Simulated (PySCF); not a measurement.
Ionisation energy of Mg by level of theory

Mg [Ne] 3s2 (1S) → Mg⁺ [Ne] 3s1 (2S), as a difference of total energies. Calculation: PySCF 2.14, in def2-TZVP; no relativity, point nucleus. Correlated levels: valence: [Ne] frozen. The calculations carry no spin-orbit coupling.

```tsv
method	ionisation energy (eV)
UHF	6.611
M06-2X	7.783
BP86	7.721
MP2 (valence)	7.202
SCS-MP2 (valence)	7.320
CCSD (valence)	7.501
```

Errors of the correlated levels include the incompleteness of this basis and the frozen core.

With two correlated electrons CCSD is exact in that space.

Q: Which method comes closest to the reference value, and which is furthest?

A: The reference is 7.646 eV (measured; NIST Atomic Spectra Database, ionization energies). Closest: BP86 (error 0.075 eV); furthest: UHF (error -1.035 eV).
